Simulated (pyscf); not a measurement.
Four-centre exchange: HGa=AsH + water (H₂O) → HO–Ga=AsH + hydrogen (H₂)

Gas phase, singlet surface, charge 0. Bonds broken: Ga2–H4, O5–H6. Bonds formed: Ga2–O5, H4–H6. Optimised with ωB97X-D3(BJ)/def2-SVP in PySCF.

Transition state (Å):

```xyz
7

As    -0.7234    -1.7855     1.9127
Ga    -0.9466    -0.2590     0.3132
H      0.3306    -2.3697     0.9639
H     -1.8904     1.2809     0.0113
O     -0.3600     0.5281    -1.3460
H     -1.2206     1.2711    -0.7355
H      0.5610     0.7592    -1.5307
```

One imaginary mode, 1412i cm⁻¹; descent along it reached the two sides named, in the forms told below.

```tsv
bond	change	reactant side (Å)	saddle	product side
Ga2–H4	breaks	1.560	1.831	2.8
O5–H6	breaks	0.968	1.291	3.0
Ga2–O5	forms	2.171	1.928	1.765
H4–H6	forms	3.1	1.003	0.762
```

Electronic energies relative to the separated reactants (kcal/mol):

```
level                   barrier  reaction energy  reverse barrier
----------------------  -------  ---------------  ---------------
ωB97X-D3(BJ)/def2-TZVP     18.3            -10.7             28.9
PBE/def2-TZVP              12.5             -9.9             22.4
r²SCAN/def2-TZVP           12.5            -11.1             23.6
B3LYP-D3(BJ)/def2-TZVP     16.7            -10.4             27.1
PBE0-D3(BJ)/def2-TZVP      15.0             -8.6             23.6
M06-2X/def2-TZVP           14.1            -13.3             27.4
ωB97M-D3(BJ)/def2-TZVP     18.0             -9.3             27.3
HF/def2-TZVP               30.4             -7.3             37.7
```

With ωB97M-D3(BJ)/def2-TZVP energies and thermal terms (ideal gas, 1 atm, RRHO with modes under 100 cm⁻¹ raised to 100, one conformer, R ln 2 for chiral ones without a mode under 150 cm⁻¹), in kcal/mol:

```tsv
T (K)	ΔH‡	ΔG‡	ΔH	ΔG
298	16.5	26.7	-11.5	-9.7
600	16.5	37.1	-10.5	-8.3
900	17.2	47.2	-9.6	-7.4
1200	18.0	57.1	-9.0	-6.8
```

On the reactant side the descent ends in an adduct with a Ga–O contact, 14.4 kcal/mol under the separated species and 32.7 kcal/mol under the saddle at ωB97X-D3(BJ)/def2-TZVP. What is counted as formed (Ga–O) is already present as a longer contact in the reactant adduct; forming that adduct is a step of its own. At the saddle there is also a short Ga–H contact that neither side keeps. The same reactants have a lower exit, to HO–GaH–AsH₂ (barrier -0.6 kcal/mol at ωB97M-D3(BJ)/def2-TZVP, against +18.0 kcal/mol here). HGa=AsH lies 12.3 kcal/mol over its isomer Ga–AsH₂ [singlet] (electronic energy, ωB97M-D3(BJ)/def2-TZVP). One saddle was located; it need not be the lowest between these sides. Elements up to Kr have no core potential and no relativistic terms here.
